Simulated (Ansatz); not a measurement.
# CH6AlB (SMILES [BH2][AlH][CH3]): functionals against CCSD(T) at one geometry

How do the functionals fare away from a minimum? The structure is a structure displaced at random from a GFN2-xTB minimum.

Computed with Ansatz 0.2.0, Gaussian basis. Level: single points in def2-TZVPP.

Cores are frozen in the correlated methods.

**1. The system as given**

SMILES `[BH2][AlH][CH3]`, 9 atoms, charge 0, spin multiplicity 1.

Atoms are counted from 1 here; the program's logs count them from 0.

Bond lengths: B1–Al2 2.097 Å, B1–H4 1.191 Å, B1–H5 0.930 Å, Al2–C3 2.059 Å, Al2–H6 1.503 Å, C3–H7 1.227 Å, C3–H8 1.124 Å, C3–H9 1.136 Å. Angles: Al2–B1–H4 126.2°, Al2–B1–H5 119.7°, H4–B1–H5 113.4°, B1–Al2–C3 128.1°, B1–Al2–H6 121.4°, C3–Al2–H6 109.9°, Al2–C3–H7 113.6°, Al2–C3–H8 118.1°, Al2–C3–H9 114.6°, H7–C3–H8 103.2°, H7–C3–H9 103.6°, H8–C3–H9 101.9°.

As a file:

```xyz
9

B    -1.13970    1.03940   -1.47100
Al    0.20720    0.68880    0.09730
C     0.64920   -1.10020    1.01510
H    -1.72140    0.20910   -2.09660
H    -1.21760    1.89420   -1.83010
H     0.83410    1.82290    0.85800
H    -0.23250   -1.94580    0.89550
H     1.57570   -1.64750    0.69010
H     0.80070   -1.02990    2.13890
```

**2. CCSD(T)/def2-TZVPP**

The input, run/in.yaml:

```yaml
crystal:
  periodic: [false, false, false]
  atoms:
    - {symbol: B, position_ang: [-1.139700, 1.039400, -1.471000]}
    - {symbol: Al, position_ang: [0.207200, 0.688800, 0.097300]}
    - {symbol: C, position_ang: [0.649200, -1.100200, 1.015100]}
    - {symbol: H, position_ang: [-1.721400, 0.209100, -2.096600]}
    - {symbol: H, position_ang: [-1.217600, 1.894200, -1.830100]}
    - {symbol: H, position_ang: [0.834100, 1.822900, 0.858000]}
    - {symbol: H, position_ang: [-0.232500, -1.945800, 0.895500]}
    - {symbol: H, position_ang: [1.575700, -1.647500, 0.690100]}
    - {symbol: H, position_ang: [0.800700, -1.029900, 2.138900]}
basis:
  gaussian: {orbitals: def2-TZVPP}
correlation: {method: ccsd_t}
output: {forces: true}
```

No record of the launch command was kept for these runs.

**3. PBE0-D4/def2-TZVPP**

Edit run/in.yaml of step 2 so:

```diff
@@ -14,3 +14,3 @@
   gaussian: {orbitals: def2-TZVPP}
-correlation: {method: ccsd_t}
-output: {forces: true}
+hamiltonian: {xc: pbe0, dispersion: d4}
+output: {forces: true, orbitals: {seedname: orbitals}}
```

**4. wB97M-V/def2-TZVPP**

Edit run/in.yaml of step 3 so:

```diff
@@ -14,3 +14,3 @@
   gaussian: {orbitals: def2-TZVPP}
-hamiltonian: {xc: pbe0, dispersion: d4}
-output: {forces: true, orbitals: {seedname: orbitals}}
+hamiltonian: {xc: {name: wB97M-V}}
+output: {forces: true}
```

**5. r2SCAN-D4/def2-TZVPP**

Edit run/in.yaml of step 4 so:

```diff
@@ -14,3 +14,3 @@
   gaussian: {orbitals: def2-TZVPP}
-hamiltonian: {xc: {name: wB97M-V}}
+hamiltonian: {xc: r2scan, dispersion: d4}
 output: {forces: true}
```

**6. PBE-D4/def2-TZVPP**

Edit run/in.yaml of step 5 so:

```diff
@@ -14,3 +14,3 @@
   gaussian: {orbitals: def2-TZVPP}
-hamiltonian: {xc: r2scan, dispersion: d4}
+hamiltonian: {xc: pbe, dispersion: d4}
 output: {forces: true}
```

**7. BHLYP-D4/def2-TZVPP**

Edit run/in.yaml of step 6 so:

```diff
@@ -14,3 +14,3 @@
   gaussian: {orbitals: def2-TZVPP}
-hamiltonian: {xc: pbe, dispersion: d4}
+hamiltonian: {xc: {name: BHLYP}, dispersion: d4}
 output: {forces: true}
```

**8. r2SCANh-D4/def2-TZVPP**

Edit run/in.yaml of step 7 so:

```diff
@@ -14,3 +14,3 @@
   gaussian: {orbitals: def2-TZVPP}
-hamiltonian: {xc: {name: BHLYP}, dispersion: d4}
+hamiltonian: {xc: {name: r2SCANh}, dispersion: d4}
 output: {forces: true}
```

(Steps that only read results are left out.)

**Question.** What will these runs give? Wanted: energy less free atoms, CCSD(T)/def2-TZVPP; RMS force component; RMS force error; HOMO and LUMO, PBE0-D4; T1 diagnostic.

The runs gave:

```
                                  quantity                                                                                               value
energy less free atoms, CCSD(T)/def2-TZVPP                                                                                          -26.911 eV
                       RMS force component                                                                3.471 to 3.528 eV/Å over the methods
                           RMS force error  PBE0-D4 0.034, wB97M-V 0.076, r2SCAN-D4 0.043, PBE-D4 0.103, BHLYP-D4 0.142, r2SCANh-D4 0.046 eV/Å
                    HOMO and LUMO, PBE0-D4                                                                                  -7.51 and -3.04 eV
                             T1 diagnostic                                                                                               0.009
```

What this shows: Against CCSD(T) the functionals' energies less atoms differ by -0.765 to -0.367 eV, PBE-D4 by -0.641 eV. The reference is not at the basis limit: in triple zeta CCSD(T) underbinds, which counts against methods that bind more; the gaps are no ranking. On forces the order runs from PBE0-D4 to BHLYP-D4. Frozen-core CCSD(T) forces in triple zeta carry basis errors of their own, and this is one geometry, so small gaps rank nothing.
